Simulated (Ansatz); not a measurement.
Species: SiH$_{2}$, net charge 0, singlet state. 
Coordinates optimised at B3LYP-D3(BJ)/def2-TZVP (Ansatz, a quantum-chemistry and plane-wave program):
```
Si
H 1 1.5232
H 1 1.5232 2 91.51
```
Charge 0, spin multiplicity 1.

Basis-set convergence of Hartree-Fock and CCSD(T) correlation energies (hartree) with Ansatz. Cores are frozen in the correlated levels unless marked. Spin-orbit coupling is left out. Non-relativistic.

The Hartree-Fock reference is unstable (checked in the largest basis), which strains HF and MP2. 

| basis | functions | E(HF) | E(corr, CCSD(T)) |
|---|---|---|---|
| def2-SVPD | 40 | -289.92665 | -0.12383 |
| def2-TZVPPD | 82 | -290.02642 | -0.14134 |
| def2-QZVPPD | 142 | -290.03490 | -0.14670 |

Extrapolating the two largest sets (X = 3 and 4) as X^-3: E(corr) = (64·(-0.14670) - 27·(-0.14134))/37 = -0.1506 Eh, an estimate of the basis-set limit. The largest set recovers 97.4 % of it, the smallest 82.2 %.
